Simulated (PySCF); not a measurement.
**cyclobutylamine (NC1CCC1, C₄H₉N)**

Molfile (atoms numbered from 1):
```
C4H9N
     RDKit          3D

 14 14  0  0  0  0  0  0  0  0999 V2000
    1.8995    0.3654   -0.4098 N   0  0  0  0  0  0  0  0  0  0  0  0
    0.5670    0.4709    0.1204 C   0  0  0  0  0  0  0  0  0  0  0  0
   -0.5944    0.4920   -0.8842 C   0  0  0  0  0  0  0  0  0  0  0  0
   -1.4554   -0.2354    0.1657 C   0  0  0  0  0  0  0  0  0  0  0  0
   -0.1530   -0.6929    0.8474 C   0  0  0  0  0  0  0  0  0  0  0  0
    2.0090   -0.4971   -0.9303 H   0  0  0  0  0  0  0  0  0  0  0  0
    2.5915    0.3625    0.3291 H   0  0  0  0  0  0  0  0  0  0  0  0
    0.5209    1.3681    0.7463 H   0  0  0  0  0  0  0  0  0  0  0  0
   -0.9264    1.4565   -1.2707 H   0  0  0  0  0  0  0  0  0  0  0  0
   -0.3713   -0.1663   -1.7294 H   0  0  0  0  0  0  0  0  0  0  0  0
   -2.1434   -1.0043   -0.1859 H   0  0  0  0  0  0  0  0  0  0  0  0
   -2.0088    0.4697    0.7891 H   0  0  0  0  0  0  0  0  0  0  0  0
   -0.1152   -0.7317    1.9379 H   0  0  0  0  0  0  0  0  0  0  0  0
    0.1839   -1.6537    0.4463 H   0  0  0  0  0  0  0  0  0  0  0  0
  1  2  1  0
  2  3  1  0
  3  4  1  0
  4  5  1  0
  5  2  1  0
  1  6  1  0
  1  7  1  0
  2  8  1  0
  3  9  1  0
  3 10  1  0
  4 11  1  0
  4 12  1  0
  5 13  1  0
  5 14  1  0
M  END
```

The calculation used TDDFT CAM-B3LYP/def2-TZVPD excited states, vertical, gas phase in PySCF. Geometry: PBE0-D3(BJ)/def2-TZVP.

States above about 8.2 eV (minus the energy of the highest occupied orbital) lie near or above the ionisation threshold and depend on the basis.

(1) How strongly do the lowest singlets absorb one photon, and two photons of half the energy?

Results:

(1) δ for parallel linear polarisation; σ at the peak of a Lorentzian of half width 0.1 eV, single beam; Ω is circular over linear.
```
state  E (eV)      f  photon λ (nm)  δ (au)  σ (GM)     Ω                                main
   S1    5.97  0.033            415    29.9    0.39  1.07    HOMO→LUMO 0.74, HOMO→LUMO+1 0.17
   S2    6.69  0.005            371    45.3    0.74  1.50                    HOMO→LUMO+2 0.89
   S3    6.96  0.007            356    68.7    1.22  1.49    HOMO→LUMO+1 0.62, HOMO→LUMO 0.20
   S4    7.41  0.005            335     461    9.26  0.33                    HOMO→LUMO+3 0.91
   S5    7.86  0.002            316      64    1.45  0.49  HOMO→LUMO+4 0.57, HOMO→LUMO+5 0.14
   S6    8.10  0.036            306    40.4    0.97  0.36  HOMO→LUMO+6 0.36, HOMO→LUMO+5 0.32
```

Among these, the strongest one-photon state is S6, the strongest two-photon state S4, with a dipole change of 5.6 D (relaxed, norm of the difference vector).
